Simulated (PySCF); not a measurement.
SiF2: breathing scan

All numbers come from PySCF, B3LYP, basis Si def2-TZVP, F def2-TZVP (no relativity, density fitting).

Rigid scan from the singlet minimum (Si–F 1.609 Å (×2); F–Si–F 100.8°). Coordinate: all bonds to the central atom scaled together. Energies in kJ/mol from the minimum.

(1) Predict the curve at 0.88, 0.92, 0.96, 1.00, 1.04, 1.08, 1.14, 1.22, 1.35.

Answers

(1) 
| scale of all bonds to the centre | E (kJ/mol) | dipole size (D) |
| --- | --- | --- |
| 0.88 | 169.9 | 0.08 |
| 0.92 | 65.7 | 0.33 |
| 0.96 | 14.4 | 0.76 |
| 1.00 | 0.0 | 1.21 |
| 1.04 | 11.2 | 1.67 |
| 1.08 | 39.9 | 2.14 |
| 1.14 | 103.6 | 2.85 |
| 1.22 | 208.7 | 3.76 |
| 1.35 | 393.0 | 5.13 |

At long bonds a restricted determinant can lie too high, and another spin state can fall below this curve.

Other isomers or separated fragments may lie lower.
